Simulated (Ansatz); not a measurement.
Ideal-gas functions of AlClHS (`[SH][Al][Cl]`) radical at 600 K and 1 bar, from an Ansatz frequency run at PBE0-D4/def2-TZVP.

Molar mass 95.51 g/mol, point group Cs (symmetry number 1), electronic degeneracy 2, moments of inertia 25.903, 229.937, 255.84 u Å². Harmonic wavenumbers (cm⁻¹, unscaled): 132, 260, 437, 552, 668, 2707.

Use S(trans) = R[1.5 ln M + 2.5 ln T − 1.1517]; rotational temperatures θ = 24.2544 K / I; S(rot) = R[ln(√π/σ · √(T³/θAθBθC)) + 1.5]; for each mode x = 1.438777 ν̃/T, S = R[x/(eˣ − 1) − ln(1 − e⁻ˣ)] and H = RT x/(eˣ − 1); 1 cm⁻¹ = 0.0119627 kJ/mol; R = 8.31446 J/(mol·K).

Question: By hand: the entropy, in J/(mol·K).

Answer: Translation 180.3. Rotation: θ = 0.9364, 0.1055, 0.0948 K, giving 116.4. Vibration, mode by mode: 17.91, 12.38, 8.30, 6.56, 5.23, 0.09, in all 50.5. Electronic 5.8. Sum 353.0 J/(mol·K).

Question: By hand: H − E and G − E in kJ/mol, counted from the electronic energy.

Answer: Zero-point energy ½ × 4756 × 0.0119627 = 28.4; thermal vibration 15.1; translation, rotation and pV give 4 RT = 20.0. H − E = 63.5 kJ/mol, and G − E = 63.5 − 600 × 353.0/1000 = -148.3 kJ/mol.

Vibration gives 14 % of the entropy, 17.9 J/(mol·K) of it from the mode under 150 cm⁻¹: soft modes count most, and the harmonic formula is weakest for them. The sum counts one conformer and one mirror image; others add a mixing term.
